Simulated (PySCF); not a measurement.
Reaction (SMILES): P (PH3) + H+ → [PH4+]
B3LYP-D3(BJ)/def2-TZVP geometries, fixed; electronic energies without zero-point terms; positive where energy is released.

Effect of the auxiliary basis of density fitting at HF/def2-SVP with PySCF, against the last row, where the proton affinity is 198.44 kcal/mol.

```json
[
 {"setting": "density fitting: autoaux", "fitting functions, largest species": "232", "largest shift of a total energy (mEh)": "0.045", "shift of the proton affinity (kcal/mol)": "0.031"},
 {"setting": "density fitting: def2-universal-jkfit", "fitting functions, largest species": "200", "largest shift of a total energy (mEh)": "-0.045", "shift of the proton affinity (kcal/mol)": "-0.017"},
 {"setting": "density fitting: cc-pvtz-jkfit", "fitting functions, largest species": "241", "largest shift of a total energy (mEh)": "0.012", "shift of the proton affinity (kcal/mol)": "-0.005"},
 {"setting": "density fitting: cc-pvqz-jkfit", "fitting functions, largest species": "352", "largest shift of a total energy (mEh)": "0.006", "shift of the proton affinity (kcal/mol)": "-0.001"},
 {"setting": "density fitting: none", "fitting functions, largest species": "-", "largest shift of a total energy (mEh)": "0.000", "shift of the proton affinity (kcal/mol)": "0.000"}
]
```

Within 0.02 kcal/mol in the proton affinity: density fitting: def2-universal-jkfit; density fitting: cc-pvtz-jkfit; density fitting: cc-pvqz-jkfit. The largest shift is 0.045 mEh in a total energy and 0.031 kcal/mol in the difference.
